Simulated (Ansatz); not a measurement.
The input, for Ansatz 0.2.0:

```yaml
crystal:
  periodic: [false, false, false]
  atoms:
    - {symbol: N, position_ang: [0.000000, 0.000000, 0.214667]}
    - {symbol: Mg, position_ang: [0.000000, 0.000000, -1.440333]}
    - {symbol: H, position_ang: [0.000000, 0.000000, 1.225667]}
basis:
  gaussian: {orbitals: "6-31G*"}
magnetization: {spin_polarized: true, initial_magnetization: 2}
correlation: {method: bccd_t, electrons: valence}
```

```sh
$ ansatz run in.yaml --threads 1 --pin off --events-out ev --progress --plain --max-ram 2393MiB
```

Log:

```
306 factors; integrals over basis functions are off by at most 6.1e-4 eV
mean field evaluation 1: about -6924.5084 eV, gradient 1.7e1 eV
mean field evaluation 2: about -6924.5361 eV, gradient 1.7e1 eV
mean field evaluation 4: about -6926.3722 eV, gradient 1.8e0 eV
mean field evaluation 8: about -6926.4522 eV, gradient 2.8e-4 eV
mean field evaluation 16: about -6926.3305 eV, gradient 1.8e0 eV
mean field evaluation 32: about -6926.4516 eV, gradient 1.9e-2 eV
mean field evaluation 64: about -6923.6425 eV, gradient 1.6e0 eV
mean field evaluation 96: about -6923.0033 eV, gradient 7.0e-2 eV
mean field evaluation 128: about -6921.0497 eV, gradient 4.7e-3 eV
mean field evaluation 160: about -6923.7363 eV, gradient 2.2e-2 eV
mean field evaluation 192: about -6922.7646 eV, gradient 3.5e-2 eV
mean field -6926.45162754 eV, -254.5424023945 hartree, gradient 1.3e-6 eV, S^2 2.006524; 5 other end points of the search recorded, 0 dependent functions left out
determinant -6926.45162754 eV, -254.5424023945 hartree, with singles and doubles -6931.01859357 eV, -254.7102353005 hartree
determinant -6923.73639637 eV, -254.4426194893 hartree, with singles and doubles -6928.21524219 eV, -254.6072140376 hartree
determinant -6923.00138422 eV, -254.4156082911 hartree, with singles and doubles -6927.61812259 eV, -254.5852702970 hartree
2 core orbitals not correlated: weight in the atoms' cores, before any rotation towards them, 1.000 or more for the frozen orbitals, at most 0.000 for the correlated occupied ones
reference -6926.45162754 eV, -254.5424023945 hartree; 9, 7 occupied and 25, 27 virtual orbitals, 306 factors
second order -4.10927835 eV of doubles, -0.00000000 eV of singles
cycle   1  -4.55788111 eV  change    9.1e-3 eV  update   5.6e-3
cycle   2  -4.55909107 eV  change   -1.2e-3 eV  update   1.5e-3
cycle   3  -4.55922552 eV  change   -1.3e-4 eV  update   8.4e-4
cycle   4  -4.55909515 eV  change    1.3e-4 eV  update   3.6e-4
cycle   5  -4.55930918 eV  change   -2.1e-4 eV  update   2.1e-4
cycle   6  -4.55936128 eV  change   -5.2e-5 eV  update   9.2e-5
cycle   7  -4.55937233 eV  change   -1.1e-5 eV  update   2.9e-5
cycle   8  -4.55937492 eV  change   -2.6e-6 eV  update   7.7e-6
perturbative correction -0.10131260 eV, -0.0037231692 hartree
Total energy: -6931.11231506 eV, -254.7136795016 hartree
```

Ran on 1 thread of Arm Neoverse V2, shared host: 1.6 s wall, 0.15 GiB peak host memory.
